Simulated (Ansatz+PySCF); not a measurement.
Results of a calculation; reference values are marked as such.
Several solutions for singlet F2

```yaml
atoms:
  - { symbol: F, position_ang: [0.0000, 0.0000, -1.3420] }
  - { symbol: F, position_ang: [0.0000, 0.0000, 1.3420] }
```

Basis set: STO-3G (spherical functions). Charge 0, multiplicity 1.

PBE0 (unrestricted) was run from several starts with Ansatz (development build ahead of 0.2.0) and PySCF 2.14.0.

```
run  program                        start  converged  energy (hartree)  <S²>
  A   Ansatz      stability test followed        yes        -196.40606  1.00
  B    PySCF             program defaults        yes        -196.26283  0.00
  C   Ansatz      atomic start, no search        yes        -196.26283  0.00
  D   Ansatz  search for the lowest state        yes        -196.40606  1.00
```

Problem. Which runs reached the lowest solution of this kind, and what is wrong with the others?

Solution. A, D reached the lowest solution found. Converged but too high: B by 3.90 eV, C by 3.90 eV. Convergence only shows a stationary point, and even a stable one can lie too high; stability tests and further starts are what find lower ones. Caution: the unrestricted determinant is a mixture of spin states.
